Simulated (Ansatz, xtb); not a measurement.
# CH3BCl+: 3 structures ranked

3 gas-phase structures of CH3BCl+, found in a search over its isomers (lower ones may exist). Each was relaxed with GFN2-xTB:

A. a singlet given by its coordinates
B. a singlet given by its coordinates
C. `B[CH+]Cl`, a singlet

B (Å):

```yaml
atoms:
  - { symbol: C, position_ang: [-0.0980, 0.7037, -1.7994] }
  - { symbol: B, position_ang: [1.0774, 0.2914, -0.9817] }
  - { symbol: Cl, position_ang: [2.2951, -0.1370, -0.1319] }
  - { symbol: H, position_ang: [-0.5686, -0.1396, -2.3161] }
  - { symbol: H, position_ang: [0.1634, 1.4298, -2.5769] }
  - { symbol: H, position_ang: [-0.8862, 1.1710, -1.1989] }
```

Close contacts (Å): C1–B2 1.49, B2–Cl3 1.55, C1–H4 1.10, C1–H5 1.10, C1–H6 1.10.

A (Å):

```xyz
6

C     0.6691    0.6660   -2.0520
B    -0.3209    0.6007   -0.9020
Cl    1.1078   -0.2600   -0.5377
H    -1.3285    0.8441   -0.3899
H     1.3195    1.5197   -2.2274
H     0.5998    0.0290   -2.9306
```

Close contacts (Å): C1–B2 1.52, C1–Cl3 1.83, B2–Cl3 1.71, C1–H5 1.09, C1–H6 1.09, B2–H4 1.16.

Q: Estimate their order in r2SCAN-D4/def2-SVP energy at these geometries, lowest first.

A: Calculated order at r2SCAN-D4/def2-SVP: B (0.0), A (204.7), C (307.4) kJ/mol.

Energies above the lowest of each column, in kJ/mol; the last columns are at PBE-D3(BJ)/def2-SVP geometries:

```csv
structure,GFN2-xTB,HF/STO-3G,r2SCAN-D4/def2-SVP,PBE-D3(BJ)/def2-SVP,CCSD(T)/def2-TZVPP
B,0.0,0.0,0.0,0.0,0.0
A,145.9,182.7,204.7,190.1,181.1
C,233.3,274.5,307.4,301.9,304.0
```

Every level run on B puts it lowest or level with the lowest. Flexible structures stand in one conformer each, not always the lowest. Large T1 diagnostics make some coupled-cluster values less sure.

Programs: Ansatz 0.2.0, xtb 6.7.1.
